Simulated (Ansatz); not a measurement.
`OCF` → `[CH]F` + H₂O at 700 K and 1 bar (formal loss of a carbene).

Gas-phase electronic energies from Ansatz, PBE0-D4/def2-TZVP geometries. CBS: MP2 limit from def2 TZ/QZ plus the TZ coupled-cluster correction, frozen cores. This one scheme is used for every species. Each species was taken in one conformer, which may not be the lowest.

| species | CCSD(T)/CBS energy (Eh) | H − E (kJ/mol) | S (J/(mol·K)) |
| --- | --- | --- | --- |
| `OCF` | -214.81254 | 157.9 | 312.7 |
| `[CH]F` | -138.29972 | 58.3 | 255.7 |
| H₂O | -76.37941 | 80.5 | 218.4 |

H − E and S are ideal-gas, rigid-rotor, harmonic terms from PBE0-D4/def2-TZVP, for one conformer and one mirror image of each species. 1 Eh = 2625.50 kJ/mol, R = 8.31446 J/(mol·K).

Question: By hand: ΔE, ΔH, ΔS and ΔG.

Answer: ΔE = (-138.29972) + (-76.37941) − (-214.81254) = 0.13341 Eh = 350.3 kJ/mol. Δ(H − E) = 58.3 + 80.5 − 157.9 = -19.1, so ΔH = 331.2 kJ/mol. ΔS = 255.7 + 218.4 − 312.7 = 161.4 J/(mol·K). ΔG = 331.2 − 700 × (161.4)/1000 = 218.2 kJ/mol.

Question: By hand: the equilibrium constant, and the temperature at which ΔG would vanish if ΔH and ΔS stayed fixed.

Answer: log₁₀ K = −ΔG/(RT ln 10) = -16.3. ΔG = 0 at ΔH/ΔS = 2052 K.

The number of gas molecules changes by +1, which sets the sign of ΔS. A doubt of 5 kJ/mol in ΔE shifts log₁₀ K by 0.4 here. Other conformers and mirror images would add mixing entropy, several J/(mol·K) or more a flexible species. These are equilibria of isolated gas molecules and say nothing of rates. Largest T1 diagnostic: 0.018 (customary marks: 0.02 for closed shells, 0.045 for open ones).
